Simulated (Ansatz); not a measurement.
Corundum Rh2O3 (model structure): lattice parameter c by level of theory

No measured value is used here.

```
level (code)     value (Å)
---------------  ---------
LDA (Ansatz)        13.681
PBEsol (Ansatz)          ?
r²SCAN (Ansatz)     13.881
```

Q: Complete the blanks.

A: 
- PBEsol (Ansatz, a quantum-chemistry and plane-wave program), value (Å): 13.823

The crystal itself was run without spin with LDA, PBEsol, r²SCAN; a magnetic state was not tried in these runs. Ansatz's density-functional and Hartree–Fock values are scalar-relativistic unless marked +SOC, with PAW data made under PBE.

A model structure was made by putting elements into a prototype or built by hand; it is no filed structure, need not be a known phase, and can be a saddle point held by its symmetry.
